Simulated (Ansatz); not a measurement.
Molecule: 1,1,2,2-tetrafluoroethene, C2F4, net charge 0, singlet state. 
Coordinates optimised at B3LYP-D3(BJ)/def2-TZVP (Ansatz, a quantum-chemistry and plane-wave program):
SMILES: FC(F)=C(F)F
```xyz
6

C      0.0032     0.0064     0.6604
C     -0.0032    -0.0064    -0.6604
F      0.0249     1.1143     1.3758
F     -0.0115    -1.0873     1.3975
F      0.0115     1.0873    -1.3975
F     -0.0249    -1.1143    -1.3758
```

Computed values are from Ansatz. Cores are frozen in the correlated levels unless marked. Open shells are spin-unrestricted. No spin-orbit coupling. No relativistic terms. CBS(X,Y): correlation extrapolated as X^-3; Hartree-Fock from the larger set. The bracket is a focal-point correction in the basis named.

- atomisation energy De = 2457.7 kJ/mol at RI-MP2/CBS(cc-pVTZ,cc-pVQZ)+[CCSD(T)-MP2]/cc-pVTZ
- total energy = -475.1823 Eh at RI-MP2/CBS(cc-pVTZ,cc-pVQZ)+[CCSD(T)-MP2]/cc-pVTZ
- dipole moment = 0.00 D at CCSD(T)/aug-cc-pVDZ
- T1 diagnostic = 0.012 at CCSD/cc-pVTZ
- measured enthalpy of formation, 298 K = -658.6 kJ/mol (G2/97 table in ASE (Curtiss et al.); older table, unchecked)
- measured dipole moment = 0.00 D (NIST CCCBDB, as tabulated in the package chemicals; older table, unchecked)
